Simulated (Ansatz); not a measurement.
# AlP (singlet): the correlation ladder at distance Al1–P2 = 3.815 Å, 6-31G

How much of the correlation energy of AlP (singlet) does each wave-function method recover here?

The runs use Ansatz 0.2.0, Gaussian basis; 6-31G, core rule «outside noble gas», up to 10 orbitals frozen.

The runs, in order: UHF; CCSD(T) on RHF; CCSD(T) on UHF; BCCD(T) on RHF; CISD; CCSDT(Q) on RHF; CCSDT(Q) on UHF; CISDTQ; CCSDTQ on RHF; CCSDTQ on UHF; CASSCF and MRCISD+Q, 2 electrons in 2 orbitals; CASSCF and NEVPT2, 2 electrons in 2 orbitals; CASSCF and MRCISD+Q, 8 electrons in 8 orbitals; CASSCF and MRCISD+Q(relaxed), 8 electrons in 8 orbitals; CASSCF and NEVPT2, 8 electrons in 8 orbitals; Full CI.

22 further runs of the same task are left out: 16 that didn't finish, 6 set aside as unsound or not needed.

**1. The geometry**

The geometry derives from a PBE0/def2-TZVP stationary point (not a proven minimum). One bond is set to the value named and the two fragments are kept rigid.

2 atoms, charge 0, spin multiplicity 1.

Atoms are counted from 1 here; the program's logs count them from 0.

No contacts short enough for the rule that draws bonds.

**2. UHF**

File in.yaml:

```yaml
crystal:
  periodic: [false, false, false]
  atoms:
    - {symbol: Al, position_ang: [0.000000, 0.000000, 0.000000]}
    - {symbol: P, position_ang: [0.000000, 0.000000, 3.815000]}
basis:
  gaussian: {orbitals: 6-31G}
magnetization: {spin_polarized: true, initial_magnetization: 0}
hamiltonian: {xc: hf}
output: {orbitals: {seedname: orbitals}}
```

Command:

```console
> ansatz run in.yaml --threads 1 --pin off --events-out ev --progress --plain --max-ram 2393MiB
```

After this run come: CCSD(T) on RHF; CCSD(T) on UHF; BCCD(T) on RHF; CISD; CCSDT(Q) on RHF; CCSDT(Q) on UHF; CISDTQ; CCSDTQ on RHF; CCSDTQ on UHF; CASSCF and MRCISD+Q, 2 electrons in 2 orbitals; CASSCF and NEVPT2, 2 electrons in 2 orbitals; CASSCF and MRCISD+Q, 8 electrons in 8 orbitals; CASSCF and MRCISD+Q(relaxed), 8 electrons in 8 orbitals; CASSCF and NEVPT2, 8 electrons in 8 orbitals; Full CI.

**Question.** What will the summary of the whole plan be? Wanted: FCI below the RHF energy; RMP2 from FCI; RCCSD from FCI; RCCSD(T) from FCI; RCCSDT(Q) from FCI; NEVPT2 valence from FCI; MRCISD+Q valence from FCI; MRCISD+Q(relaxed) valence from FCI; T1 diagnostic.

As calculated:

| quantity | value |
| --- | --- |
| FCI below the RHF energy | -3.0098 eV |
| RMP2 from FCI | +1219.6 meV |
| RCCSD from FCI | +274.3 meV |
| RCCSD(T) from FCI | +124.1 meV |
| RCCSDT(Q) from FCI | -0.2 meV |
| NEVPT2 valence from FCI | +299.7 meV |
| MRCISD+Q valence from FCI | +22.2 meV |
| MRCISD+Q(relaxed) valence from FCI | -1.7 meV |
| levels within 1 kcal/mol (43 meV) | RCCSDT(Q), RCCSDTQ, MRCISD+Q valence, MRCISD+Q(relaxed) valence |
| T1 diagnostic | 0.046 |
| effectively unpaired electrons | 2.34 |

RCCSD(T) lands +124.1 meV from the yardstick (4.1 % of the correlation energy). The occupations show strong static correlation (2.3 unpaired electrons where one determinant has 0). Coupled cluster on one determinant still stays close here. Of the multireference levels listed MRCISD+Q(relaxed) valence comes nearest in total energy (-1.7 meV), which doesn't show that its space is the better one. Coupled cluster took another determinant than the lowest Hartree-Fock one. These misses are within one basis, not against nature.
